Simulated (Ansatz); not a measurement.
**How the static dielectric constant of 1T (CdI2-type) PtS₂ moves with the method**

No measured value is used here.

```json
[
 {"level (code)": "PBE (Ansatz)", "value": "10.3", "cell (Å³/atom)": "23.91"},
 {"level (code)": "PBEsol (Ansatz)", "value": "25.3", "cell (Å³/atom)": "17.55"},
 {"level (code)": "PBE-D4 (Ansatz)", "value": "27.9", "cell (Å³/atom)": "17.38"},
 {"level (code)": "r²SCAN (Ansatz)", "value": "?", "cell (Å³/atom)": "20.41"}
]
```

Problem. Some entries are withheld; supply them.

Solution. 
- r²SCAN (Ansatz, a first-principles code), value: 12.3

For crystals that are not cubic the mean over three axes is given.  Density-functional levels without +SOC have no spin–orbit coupling. PBE, PBEsol, r²SCAN: the cell comes from a level without a dispersion term, which matters for the spacing of layers, chains or molecules. PBE-D4: the dispersion coefficients are held fixed in the derivatives. Each level is taken at its own relaxed cell. Cutoffs and k meshes differ between the levels. Ansatz's density-functional and Hartree–Fock values are scalar-relativistic unless marked +SOC, with PAW data made under PBE.
